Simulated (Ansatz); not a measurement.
Input file:

```yaml
crystal:
  periodic: [false, false, false]
  atoms:
    - {symbol: In, position_ang: [0.000000, 0.000000, -0.027604]}
    - {symbol: H, position_ang: [0.000000, 1.143293, 1.572214]}
    - {symbol: H, position_ang: [0.000000, -1.143293, 1.572214]}
basis:
  gaussian: {orbitals: def2-TZVP}
total_charge: 1
magnetization: {spin_polarized: false, initial_magnetization: 2}
correlation: {method: ccsdt_q_b, electrons: outside_noble_gas}
scf: {omitted_lower_state_checks: [cluster_reference]}
```

```sh
$ ansatz run in.yaml --threads 1 --pin off --events-out ev --progress --plain --max-ram 2393MiB
```

The program prints:

```
these checks for a lower state are left out or cut short: cluster_reference
1038 factors; integrals over basis functions are off by at most 2.4e-7 eV
mean field evaluation 1: about -5169.7679 eV, gradient 9.1e0 eV
mean field evaluation 2: about -5169.7696 eV, gradient 9.1e0 eV
mean field evaluation 4: about -5170.1732 eV, gradient 7.0e-1 eV
mean field evaluation 8: about -5170.1856 eV, gradient 2.5e-1 eV
mean field evaluation 16: about -5170.1910 eV, gradient 1.5e-6 eV
mean field -5170.19103737 eV, -190.0010161421 hartree, gradient 1.5e-6 eV, S^2 2.000000; 0 other end points of the search recorded, 0 dependent functions left out
9 core orbitals not correlated: weight in the atoms' cores, before any rotation towards them, 0.997 or more for the frozen orbitals, at most 0.003 for the correlated occupied ones
reference -5170.19103737 eV, -190.0010161421 hartree; 3, 1 occupied and 50, 52 virtual orbitals, 1038 factors
second order -1.05747502 eV of doubles, -0.23153270 eV of singles
cycle   1  -1.52994134 eV  change   -2.4e-1 eV  update   5.5e-2
cycle   2  -1.69598932 eV  change   -1.7e-1 eV  update   2.7e-2
cycle   3  -1.70447218 eV  change   -8.5e-3 eV  update   1.1e-2
cycle   4  -1.71780287 eV  change   -1.3e-2 eV  update   5.3e-3
cycle   5  -1.71781057 eV  change   -7.7e-6 eV  update   1.7e-3
cycle   6  -1.71750755 eV  change    3.0e-4 eV  update   4.9e-4
cycle   7  -1.71766081 eV  change   -1.5e-4 eV  update   1.6e-4
cycle   8  -1.71759776 eV  change    6.3e-5 eV  update   5.7e-5
cycle   9  -1.71756503 eV  change    3.3e-5 eV  update   2.1e-5
cycle  10  -1.71757772 eV  change   -1.3e-5 eV  update   8.4e-6
cycle  11  -1.71757771 eV  change    9.2e-9 eV  update   3.1e-6
cycle  12  -1.71757756 eV  change    1.6e-7 eV  update   1.4e-6
cycle  13  -1.71757708 eV  change    4.8e-7 eV  update   3.1e-7
perturbative correction -0.00025543 eV, -0.0000093869 hartree
Total energy: -5171.90886988 eV, -190.0641453223 hartree
Checks for a lower state left out: cluster_reference
```

Ran on 1 thread of Arm Neoverse V2, shared host: 12 s wall, 0.33 GiB peak host memory.
